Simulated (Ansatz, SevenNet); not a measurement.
For chalcopyrite AgInTe2, the machine-learned potential SevenNet-l3i5 (trained on PBE and PBE+U data) gives:

```
Item                           Result
---------------------  --------------
lattice parameter a           6.567 Å
lattice parameter c          13.038 Å
enthalpy of formation  -0.304 eV/atom
```

Problem. What does PBE in Ansatz (plane waves, PAW) give for the same quantities?

Solution. 
- lattice constant a: 6.567 Å (is nearly the same)
- lattice parameter c: 12.999 Å (drops by 0.3 %)
- formation enthalpy: -0.290 eV/atom (moves by +0.014 eV/atom)

Changes are worked out from the printed values.

Unless a cell is named, each level is at its own relaxed cell (SevenNet-l3i5 35.14, PBE 35.04 Å³/atom).

Levels without +SOC leave out spin–orbit coupling, which shifts energies and cells of such heavy elements.

Ansatz's density-functional and Hartree–Fock values are scalar-relativistic unless marked +SOC, with PAW data made under PBE.

Ansatz is a first-principles code.
